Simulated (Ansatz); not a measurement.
Relaxing LiGeN

The calculation used Ansatz 0.2.0, DFT r2SCAN, scalar-relativistic, plane waves, PAW. Cutoff 500 eV, Γ-centred k mesh, Gaussian smearing, no spin polarisation in the final step.

The start is a database structure of LiGeN, space group Pnma (No. 62).

```xyz
12
Lattice="5.5336 0.0000 0.0000 0.0000 4.1323 0.0000 0.0000 0.0000 6.9238" Properties=species:S:1:pos:R:3 pbc="T T T"
Li    3.1946    1.0331    6.3165
Li    0.4278    1.0331    4.0692
Li    2.3390    3.0992    0.6073
Li    5.1058    3.0992    2.8546
Ge    3.0018    1.0331    2.7151
Ge    0.2350    1.0331    0.7468
Ge    2.5318    3.0992    4.2087
Ge    5.2986    3.0992    6.1770
N     4.8525    1.0331    2.3867
N     2.0856    1.0331    1.0751
N     0.6812    3.0992    4.5370
N     3.4480    3.0992    5.8486
```

Steps on the 8×10×6 mesh (12 atoms). 4 of 5 steps are shown, and the free energy counts from the last. Trial steps that were taken back and renewals of the plane-wave basis can be among the rows.

| step | ΔF (meV/atom) | V (Å³/atom) | P (GPa) | largest force component (eV/Å) |
| --- | --- | --- | --- | --- |
| 1 | 4.6 | 13.19 | -3.22 | 0.150 |
| 2 | 0.8 | 12.86 | -1.14 | 0.249 |
| 3 | 0.0 | 12.69 | 0.26 | 0.079 |
| 5 | 0.0 | 12.73 | 0.00 | 0.010 |

A final relaxation ran on a 8×10×6 mesh. The relaxed crystal, Pnma (No. 62):

```
Li Ge N
1.0
     5.47488    0.00000    0.00000
     0.00000    4.07688    0.00000
     0.00000    0.00000    6.84340
Li Ge N
4 4 4
Direct
  0.57670 0.25000 0.91190
  0.07670 0.25000 0.58810
  0.42330 0.75000 0.08810
  0.92330 0.75000 0.41190
  0.54290 0.25000 0.39275
  0.04290 0.25000 0.10725
  0.45710 0.75000 0.60725
  0.95710 0.75000 0.89275
  0.87763 0.25000 0.34473
  0.37763 0.25000 0.15527
  0.12237 0.75000 0.65527
  0.62237 0.75000 0.84473
```

```json
{
 "Volume per atom": "12.73 Å³",
 "Density": "4.07 g/cm³",
 "Energy over the elements": "-0.37 eV/atom",
 "Gap on the 8×10×6 mesh": "0.02 eV"
}
```

The zero of energy is the elements' standard structures at the same level (N₂ as a molecule); no fitted shifts are applied.

The final run used a 8×10×6 mesh on its 12-atom cell and 0.10 eV smearing. The k mesh leaves about 4 meV/atom of noise in metals.

A structure relaxed within its symmetry needn't be a true minimum.

Cost: 2 runs of about 13 core-minutes in all, on Arm Neoverse V1 (shared hosts).